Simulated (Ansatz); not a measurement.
The pair A = C2H4 (SMILES C=C) (first 6 atoms), B = H2O (SMILES O); geometry from A24 set.
(charge 0, multiplicity 1):
```xyz
9

C      0.011    -0.668     1.298
C      0.011     0.668     1.298
H      0.869     1.233     0.954
H     -0.846     1.233     1.645
H     -0.846    -1.233     1.645
H      0.869    -1.233     0.954
H     -0.797     0.000    -2.509
O      0.043     0.000    -2.048
H     -0.191     0.000    -1.116
```

Correlated levels freeze the cores. MP2 and its Hartree–Fock in aug-cc-pVQZ, aug-cc-pVTZ are density fitted.

The values were computed with Ansatz (Gaussian orbitals). Values without a source in brackets are computed.

The counterpoise-corrected interaction energy is E(AB) − E(A in the pair's basis) − E(B in the pair's basis). Total energies (hartree):

| level | AB | A in the pair's basis | B in the pair's basis |
|---|---|---|---|
| HF/aug-cc-pVTZ | -154.1263850 | -78.0645147 | -76.0604786 |
| MP2/aug-cc-pVTZ | -154.7382233 | -78.4048217 | -76.3292502 |
| HF/aug-cc-pVQZ | -154.1363394 | -78.0691415 | -76.0658107 |
| MP2/aug-cc-pVQZ | -154.7839212 | -78.4276722 | -76.3519587 |
| MP2/aug-cc-pVDZ | -154.5943903 | -78.3294756 | -76.2613663 |
| CCSD(T)/aug-cc-pVDZ | -154.6474885 | -78.3698668 | -76.2743932 |

Problem. Work out the counterpoise-corrected interaction energy at the basis-set limit: extrapolate the MP2 correlation part as X⁻³, take Hartree–Fock from the larger set, and add the CCSD(T) − MP2 difference of aug-cc-pVDZ.

Solution. 
1. Differences (1 hartree = 627.509 kcal/mol): HF/aug-cc-pVTZ -0.873; MP2/aug-cc-pVTZ -2.605; HF/aug-cc-pVQZ -0.871; MP2/aug-cc-pVQZ -2.692; MP2/aug-cc-pVDZ -2.227; CCSD(T)/aug-cc-pVDZ -2.026.
2. Correlation parts, MP2 less HF: -1.732 in aug-cc-pVTZ (X = 3), -1.822 in aug-cc-pVQZ (X = 4).
3. Limit (4³·(-1.822) − 3³·(-1.732))/(4³ − 3³) = -1.887; with HF/aug-cc-pVQZ it gives -2.758.
4. CCSD(T) less MP2 in aug-cc-pVDZ: 0.201.
Result: -2.56 kcal/mol, against -2.61 at MP2/aug-cc-pVTZ. It is an estimate of this method's limit, not of the exact value.

Ansatz is a program for electronic structure.
